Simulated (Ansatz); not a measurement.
# [CF2]+ (SMILES F[C+]F) at UBCCD(T)/IGLO-II (sfX2C, start density atoms)

What is the energy change on altering one bond length of [CF2]+ at UBCCD(T)/IGLO-II (sfX2C, start density atoms)? 

The calculation is run with Ansatz 0.2.0.

9 further runs of the same task are left out: 3 for a known fault of the program, 6 set aside as unsound or not needed. Runs told in other sessions of the task aren't counted.

## (1) The system as given

[CF2]+ has 3 atoms, charge +1, and is taken as a doublet. SMILES: `F[C+]F`. The shape is that of a PBE0-D4/def2-TZVP optimisation.

Bond lengths: F1–C2 1.214 Å, C2–F3 1.214 Å. Angles: F1–C2–F3 124.6°.

## (2) The energy at UBCCD(T)/IGLO-II (sfX2C, start density atoms)

Input file job.yaml:

```yaml
crystal:
  periodic: [false, false, false]
  atoms:
    - symbol: F
      position_ang: [0.379110, 0.972980, 0.316190]
    - symbol: C
      position_ang: [0.275710, -0.221360, 0.127270]
    - symbol: F
      position_ang: [-0.654830, -0.751620, -0.443470]
basis:
  gaussian:
    orbitals: IGLO-II.json
total_charge: 1
magnetization:
  spin_polarized: true
  initial_magnetization: 1
hamiltonian:
  pseudopotentials: {relativity: scalar}
correlation:
  method: bccd_t
  frozen_orbitals: {C: 1, F: 1}
accuracy: high
```

The basis set IGLO-II is read from a file made from the Basis Set Exchange's data (not shown).

Started as:

```sh
$ ansatz run job.yaml --threads 1 --pin off --max-ram 3480MiB --events-out events.jsonl --progress --plain --runs-dir runs
```

Log (excerpt; [...] marks lines left out):

```text
Warning: RAYON_NUM_THREADS=1 ignored (pool sized by the plan → 1); use --threads N
Functional definition: HF
  name "HF"
[...]
1114 factors; integrals over basis functions are off by at most 3.4e-9 eV
[...]
mean field -6436.38994444 eV, -236.5329677165 hartree, gradient 5.6e-8 eV, S^2 0.755566; 0 other end points of the search recorded, 0 dependent functions left out
3 core orbitals not correlated: weight in the atoms' cores, before any rotation towards them, 1.000 or more for the frozen orbitals, at most 0.000 for the correlated occupied ones
reference -6436.38994444 eV, -236.5329677165 hartree; 9, 8 occupied and 54, 55 virtual orbitals, 1114 factors
second order -13.46115619 eV of doubles, -0.00000000 eV of singles
cycle   1  -12.93648757 eV  change    5.2e-1 eV  update   1.1e-1
[...]
cycle  21  -13.41360268 eV  change   6.2e-10 eV  update   1.4e-9
perturbative correction -0.56243705 eV, -0.0206691804 hartree
Total energy: -6450.36598418 eV, -237.0465777034 hartree
Relativity: scalar
```

Wall time 11 s (1 thread of Arm Neoverse V2, shared host); peak memory 0.5 GiB.

## (3) The distorted shape, same level

job.yaml: that of step 2 with these lines changed.

```diff
@@ -4,3 +4,3 @@
     - symbol: F
-      position_ang: [0.379110, 0.972980, 0.316190]
+      position_ang: [0.534210, 2.764485, 0.599569]
     - symbol: C
```

The basis set IGLO-II is read from a file made from the Basis Set Exchange's data (not shown).

Started as:

```sh
$ ansatz run job.yaml --threads 1 --pin off --max-ram 3480MiB --events-out events.jsonl --progress --plain --runs-dir runs
```

Log (excerpt; [...] marks lines left out):

```text
Warning: RAYON_NUM_THREADS=1 ignored (pool sized by the plan → 1); use --threads N
[... 2 set-up lines as earlier in the session ...]
[...]
1011 factors; integrals over basis functions are off by at most 2.5e-8 eV
[...]
mean field -6434.30121702 eV, -236.4562083996 hartree, gradient 2.1e-8 eV, S^2 0.753207; 22 other end points of the search recorded, 0 dependent functions left out
determinant -6434.30121702 eV, -236.4562083996 hartree, with singles and doubles -6447.23320039 eV, -236.9314500226 hartree
determinant -6434.29705617 eV, -236.4560554911 hartree, with singles and doubles -6447.23041327 eV, -236.9313475978 hartree
determinant -6434.16919444 eV, -236.4513566592 hartree, with singles and doubles -6447.09915334 eV, -236.9265238843 hartree
determinant -6431.02329961 eV, -236.3357471564 hartree, with singles and doubles -6442.66577161 eV, -236.7636001109 hartree
[...]
determinant -6430.84782716 eV, -236.3292986629 hartree, with singles and doubles -6442.48693992 eV, -236.7570281675 hartree
determinant -6434.30121702 eV, -236.4562083996 hartree, with singles and doubles -6447.20627031 eV, -236.9304603607 hartree
determinant -6434.29705617 eV, -236.4560554911 hartree, with singles and doubles -6447.20346492 eV, -236.9303572645 hartree
determinant -6434.16919444 eV, -236.4513566592 hartree, with singles and doubles -6447.07220923 eV, -236.9255337066 hartree
3 core orbitals not correlated: weight in the atoms' cores, before any rotation towards them, 1.000 or more for the frozen orbitals, at most 0.000 for the correlated occupied ones
reference -6434.30121702 eV, -236.4562083996 hartree; 9, 8 occupied and 54, 55 virtual orbitals, 1011 factors
second order -12.36071805 eV of doubles, -0.00000000 eV of singles
cycle   1  -12.83093903 eV  change    7.4e-2 eV  update   2.2e-2
[...]
cycle  34  -12.83716693 eV  change   -1.4e-9 eV  update   1.9e-9
perturbative correction -0.50007412 eV, -0.0183773849 hartree
Total energy: -6447.63845808 eV, -236.9463429680 hartree
Relativity: scalar
```

Wall time 85 s (1 thread of Arm Neoverse V2, shared host); peak memory 0.49 GiB.

## (4) What came out

At UBCCD(T)/IGLO-II (sfX2C, start density atoms), 3 core orbitals frozen:

| quantity | value |
| --- | --- |
| first shape: total energy | -237.04658 Eh |
| first shape: correlation energy (3 core orbitals frozen) | -513.6 mEh |
| first shape: (T) correction | -20.67 mEh |
| first shape: ⟨S²⟩ of the reference determinant | 0.756 |
| distorted shape: total energy | -236.94634 Eh |
| distorted shape: correlation energy (3 core orbitals frozen) | -490.1 mEh |
| distorted shape: (T) correction | -18.38 mEh |
| distorted shape: ⟨S²⟩ of the reference determinant | 0.753 |
| energy change with the F1–C2 bond stretched from 1.214 to 3.034 Å | 2.728 eV |

With the F1–C2 bond stretched from 1.214 to 3.034 Å the energy rises by 2.73 eV (263 kJ/mol). The first shape isn't relaxed at this level, so the change isn't measured from a minimum. The triples (first shape) make up 4.0 % of the correlation energy. The triples (distorted shape) make up 3.7 % of the correlation energy.
